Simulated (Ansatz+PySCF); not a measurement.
The numbers below are computed, except where a source is named.
## PySCF 2.14.0 run

```python
from pyscf import gto, scf

mol = gto.M(atom="""
O 0.000000 0.000000 -0.119660
H 0.000000 0.754170 0.478650
H 0.000000 -0.754170 0.478650
O 10.000000 0.000000 -0.119660
H 10.000000 0.754170 0.478650
H 10.000000 -0.754170 0.478650
""", basis='sto-3g', charge=1, spin=1)
mf = scf.UHF(mol)
mf.init_guess = '1e'
mf.kernel()
while True:  # follow internal instabilities
    mo, _, stable, _ = mf.stability(return_status=True)
    if stable: break
    mf.kernel(mf.make_rdm1(mo, mf.mo_occ))
print(mf.converged, mf.e_tot, mf.spin_square()[0])
```

The script is written out from the run's settings.

Results

```
Converged                       : yes
Total energy                    : -149.62101 hartree
Spin squared of the determinant : 0.755
```

Caution: the charge can sit on one fragment and break the point group; the determinant breaks the point group.
